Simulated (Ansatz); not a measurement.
**C2HClF2: how energies converge with the basis set**

An exercise on one series of results from a longer session: the logs are not shown, and one member is left open.

Computed with Ansatz 0.2.0, Gaussian basis. Level: one geometry, several basis sets.

The runs, in order: PBE0-D4/def2-SVP; ωB97M-V/def2-SVP; PBE0-D4/def2-QZVPP; ωB97M-V/def2-QZVPP; the functionals' def2-TZVPP values are taken from earlier runs.

### The relaxed structure

All runs share one geometry, relaxed beforehand with PBE0-D4 in a triple-zeta def2 set.

SMILES `FC(F)=CCl`, 6 atoms, charge 0, spin multiplicity 1.

Atoms are counted from 1 here; the program's logs count them from 0.

Bond lengths: F1–C2 1.312 Å, C2–F3 1.305 Å, C2–C4 1.321 Å, C4–Cl5 1.706 Å, C4–H6 1.079 Å. Angles: F1–C2–F3 111.1°, F1–C2–C4 123.1°, F3–C2–C4 125.8°, C2–C4–Cl5 122.3°, C2–C4–H6 120.1°, Cl5–C4–H6 117.5°.

The first run:

Contents of in.yaml:

```yaml
crystal:
  periodic: [false, false, false]
  atoms:
    - {symbol: F, position_ang: [0.908933, -0.820611, 1.334226]}
    - {symbol: C, position_ang: [0.275016, -0.572761, 0.212778]}
    - {symbol: F, position_ang: [0.199857, -1.643189, -0.530306]}
    - {symbol: C, position_ang: [-0.211603, 0.615963, -0.094202]}
    - {symbol: Cl, position_ang: [-1.032940, 0.915071, -1.559451]}
    - {symbol: H, position_ang: [-0.097263, 1.441529, 0.590856]}
basis:
  gaussian: {orbitals: def2-SVP}
hamiltonian: {xc: pbe0, dispersion: d4}
output: {orbitals: {seedname: orbitals}}
```

On the command line:

```console
$ ansatz run in.yaml --threads 4 --pin off --events-out ev --progress --plain --max-ram 10444MiB
```

Steps of the session up to this table: PBE0-D4 in def2-SVP; ωB97M-V in def2-SVP; PBE0-D4 in def2-QZVPP; ωB97M-V in def2-QZVPP.

One of the session's tables, all rows but one given; the rest of the session is left out.

| functional | basis | HOMO (eV) | LUMO (eV) |
| --- | --- | --- | --- |
| PBE0-D4 | def2-SVP | ? | ? |
| PBE0-D4 | def2-TZVPP | -7.42 | 0.18 |
| PBE0-D4 | def2-QZVPP | -7.47 | 0.09 |
| ωB97M-V | def2-SVP | -9.46 | 2.71 |
| ωB97M-V | def2-TZVPP | -9.62 | 2.42 |
| ωB97M-V | def2-QZVPP | -9.67 | 2.10 |

Q: Estimate the row for PBE0-D4, def2-SVP from the others.

**Answer.** HOMO (eV): -7.30; LUMO (eV): 0.38. In the column «HOMO (eV)» it is the highest.
